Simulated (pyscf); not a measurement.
Single points on ωB97X-D3(BJ)/def2-SVP structures (PySCF, gas phase).

Task: Estimate by transition-state theory the rate constant of `[SiH3][Si]([SiH3])([SiH3])[Cl]` + `[SiH3]` [doublet] → `[SiH3][Cl]` + `[SiH3][Si]([SiH3])[SiH3]` [doublet] (doublet surface; Cl–Si broken, Cl–Si formed) at 298 K, with ωB97M-D3(BJ)/def2-TZVP energies (ideal gas, 1 atm, RRHO with modes under 100 cm⁻¹ raised to 100, one conformer, R ln 2 for chiral ones without a mode under 150 cm⁻¹; no tunnelling).

Result: The electronic barrier is 11.7 kcal/mol and the thermal terms add +10.6, so ΔG‡ = 22.4 kcal/mol. With k_BT/h = 6.21e+12 s⁻¹ and RT = 0.592 kcal/mol, and a volume of 4.06e-20 cm³ per molecule at 1 atm, k = 1.0e-23 cm³ molecule⁻¹ s⁻¹. Wigner's tunnelling factor for 473i cm⁻¹ would be 1.22. A shift of 1 kcal/mol in the barrier changes k by a factor 5.4. One saddle was located; it need not be the lowest between these sides. The angle at the transferred Cl is 180°.
